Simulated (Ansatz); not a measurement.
Q: Name a neutral molecule of S and H with HOMO energy (ωB97M-V/def2-TZVPP) between -9.80 and -9.50 eV and size of the dipole moment (ωB97M-V/def2-TZVPP) between 0.95 and 1.25 D (Ansatz, PBE0-D4/def2-TZVP geometry).

A: H₂S (-9.74 eV, 1.06 D). Other molecules can fit too; these were computed, each in one conformer that needn't be the lowest.
